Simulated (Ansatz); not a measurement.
# C3H5: the cost of one run

All numbers below are computed with Ansatz 0.2.0 (UKS PBE0-D4/STO-3G).

## (1) Starting point

Bond lengths: C1–C2 1.438 Å, C1–C3 1.353 Å, C2–C3 1.491 Å, C1–H4 1.087 Å, C2–H5 1.092 Å, C2–H6 1.087 Å, C3–H7 1.107 Å, C3–H8 1.109 Å. Angles (14 of 15 angles, heavy atoms first): C1–C2–C3 55.0°, C2–C1–C3 64.5°, C1–C3–C2 60.5°, C1–C2–H5 117.0°, C1–C2–H6 116.9°, C3–C2–H5 118.1°, C3–C2–H6 120.3°, C2–C1–H4 118.5°, C3–C1–H4 122.2°, C1–C3–H7 117.5°, C1–C3–H8 119.8°, C2–C3–H7 118.2°, C2–C3–H8 118.2°, H5–C2–H6 115.8°.

As a file:

```xyz
8

C    -0.8891   -0.2827   -0.1065
C     0.0412    0.7476    0.2700
C     0.3968   -0.6807    0.0309
H    -1.3739   -0.2133   -1.0771
H     0.3079    1.4788   -0.4958
H    -0.0335    1.1316    1.2847
H     0.6458   -1.3112    0.9065
H     0.9970   -0.9272   -0.8685
```

## (2) Relaxing end A

Contents of input.yaml:

```yaml
crystal:
  periodic: [false, false, false]
  atoms:
    - { symbol: C, position_ang: [-0.8891, -0.2827, -0.1065] }
    - { symbol: C, position_ang: [0.0412, 0.7476, 0.27] }
    - { symbol: C, position_ang: [0.3968, -0.6807, 0.0309] }
    - { symbol: H, position_ang: [-1.3739, -0.2133, -1.0771] }
    - { symbol: H, position_ang: [0.3079, 1.4788, -0.4958] }
    - { symbol: H, position_ang: [-0.0335, 1.1316, 1.2847] }
    - { symbol: H, position_ang: [0.6458, -1.3112, 0.9065] }
    - { symbol: H, position_ang: [0.997, -0.9272, -0.8685] }
magnetization:
  spin_polarized: true
  initial_magnetization: 1
basis:
  gaussian: { orbitals: STO-3G }
hamiltonian:
  xc: pbe0
  dispersion: d4
relax:
  f_tol: 0.02
  max_steps: 50
output:
  orbitals: {}
```

Command:

```sh
$ ansatz run input.yaml --threads 1 --pin off --max-ram 2048MiB --backend cpu --events-out ev --progress --plain --runs-dir out
```

What time and memory should one allow on 1 thread of Arm Neoverse N1, shared host?

About 14 s, with a peak of 0.1 GiB.
